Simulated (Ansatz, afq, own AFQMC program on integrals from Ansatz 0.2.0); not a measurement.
**CHB, singlet: AFQMC among the cluster methods**

```tsv
atom	x (Å)	y (Å)	z (Å)
B	0.0000	0.0854	2.3137
C	0.0000	-0.3711	-0.7262
H	0.0000	0.2858	-1.5874
```

Connectivity, by distances: B ··· CH.

Basis 6-31G. Only valence electrons are correlated. AFQMC by an in-house program on the Cholesky factors that Ansatz 0.2.0 writes for its CCSD(T) run. ph-AFQMC/CISD is guided by a CISD state made of CCSD amplitudes; releasing the constraint for a short imaginary time cuts its bias at the price of noise, slowly where states lie close. Uncertainties: one standard error, sampling alone.

Determinant: RHF, the one that the program's search chose, which needn't be the lowest solution. The geometry is a point of a scan.

Full CI on the same integrals is exact in this basis and with this determinant's frozen core.

Cautions: higher spins were not checked; restricted determinant unstable towards unrestricted (UHF 2.65 eV lower, ⟨S²⟩ 1.32); strong correlation (T1 0.087, weight of the determinant 0.64, largest double 0.44); the CCSDT(Q) amplitudes may be one of several solutions (largest double 0.72); the CCSDTQ amplitudes may be one of several solutions (largest double 0.73); the released energies are still falling, so no released level is given (meV from the phaseless value at times in 1/Eh: -5 ± 10 at 0.24, -25 ± 8 at 0.51, -53 ± 8 at 0.99, -80 ± 12 at 1.62, -108 ± 12 at 2.40); CCSDT(Q) on the UHF determinant differs (237 meV lower), perhaps since the unrestricted series falls towards higher spin.

```
T1 diagnostic                               : 0.0869
weight of the determinant in the CISD state : 0.644
size of the correlated space                : 8 electrons in 18 orbitals
```

Reference: full CI, correlation energy -5.563 eV. The cautions show a poor starting determinant, so the rows tell how each method copes with it here, and full CI is the sure value.

```csv
level,E − E(reference) (kJ/mol),share of correlation (%)
HF,536.7,0.00
MP2,200.4,62.66
CCSD,28.6,94.66
CCSD(T),-0.7,100.12
CCSDT,2.9,99.46
CCSDT(Q),-1.6,100.29
CCSDTQ,0.1,99.97
ph-AFQMC/CISD,20.5 ± 0.8,96.19
```

CCSDT and higher add their correlation energy to the determinant of the CCSD(T) run, since their own runs factorise the integrals more tightly (a shift of under 2 meV). A walk keeps the symmetry of its determinant, which the program's search chose and which needn't be the lowest solution, so a lower state of the same spin and another symmetry isn't excluded.
